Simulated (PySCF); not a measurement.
Gas-phase reaction: NH₃ + 3 C₃H₆ (cyclic) = HCN + 2 C₄H₁₀ (isobutane)

Method: PySCF energies (xtb for GFN2) plus ideal-gas RRHO corrections (1 bar). 'Table' is the NASA 1993 thermochemical table (part measured, part estimated). † marks an energy on the PBE0/def2-TZVP geometry and frequencies; other levels use their own. 6-31G* has spherical d functions here. All species are closed-shell singlets.

Levels: a) HF/6-31G*; b) GFN2-xTB; c) ωB97X-V/def2-TZVP†.

Problem. Order the levels by the distance of their ΔH°(298 K) from the table for this reaction, closest first.

Solution. c (+18 kJ), a (-44 kJ), b (+77 kJ)

The table gives -249 kJ. The order holds for this reaction alone, and for the 1993 entries, some of which have been revised since.
